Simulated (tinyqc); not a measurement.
FCI on RHF in the sto-6g basis, frozen core, for LiH, spin multiplicity 1, step by step. One step of it, computed by the program tinyqc.

Task: FCI: roots. Diagonalise (each vector has its largest component positive (the first on a tie)); all determinants have Ms = 0, so triplets appear too. The lowest singlet root is the correlation energy.

Occupation strings over the orbitals (2 doubly, a alpha, b beta, 0 empty; spin orbitals ordered 1a 1b 2a 2b ...): 220000 2ab000 2a000b 2ba000 2b000a 202000 20a00b 200200 200020 20b00a 200002

H - E(HF) between determinants (hartree), lower triangle:
```
           220000     2ab000     2a000b     2ba000     2b000a     202000     20a00b    200200
220000   0.000000
2ab000   0.000000   0.148513
2a000b   0.000000   0.016024   0.474395
2ba000   0.000000  -0.013110   0.034644   0.148513
2b000a   0.000000   0.034644  -0.126302   0.016024   0.474395
202000   0.013110   0.056932   0.009320  -0.056932  -0.009320   0.678891
20a00b  -0.034644   0.009320   0.005956   0.139837   0.031368   0.102263   0.674885
200200   0.022521   0.019129  -0.019534  -0.019129   0.019534   0.041439  -0.013831  0.660841
200020   0.022521   0.019129  -0.019534  -0.019129   0.019534   0.041439  -0.013831  0.016875
20b00a   0.034644   0.139837   0.031368   0.009320   0.005956  -0.102263  -0.025557  0.013831
200002   0.126302  -0.031368   0.004654   0.031368  -0.004654   0.025557   0.023527  0.020134

          200020     20b00a    200002
200020  0.660841
20b00a  0.013831   0.674885
200002  0.020134  -0.023527  0.980014
```

Give: lowest roots of this matrix, relative to E(HF); lowest vectors; <S^2> of these roots; weight of the ground state by excitation level 0, 1, 2, ....

Result:

lowest roots of this matrix, relative to E(HF) (hartree): -0.022  0.089  0.106  0.347  0.532  0.617  0.644  0.696

lowest vectors:
```
        root 1  root 2  root 3  root 4
220000   0.985   0.000  -0.078   0.000
2ab000   0.041   0.677   0.667   0.078
2a000b   0.004  -0.108   0.036   0.692
2ba000  -0.041   0.677  -0.667   0.078
2b000a  -0.004  -0.108  -0.036   0.692
202000  -0.036   0.000  -0.194   0.000
20a00b   0.063  -0.173   0.174  -0.124
200200  -0.026   0.000  -0.019   0.000
200020  -0.026   0.000  -0.019   0.000
20b00a  -0.063  -0.173  -0.174  -0.124
200002  -0.123   0.000   0.056   0.000
```

<S^2> of these roots: 0.000  2.000  0.000  2.000  0.000  0.000  0.000  2.000

weight of the ground state by excitation level 0, 1, 2, ...: 0.971  0.003  0.026
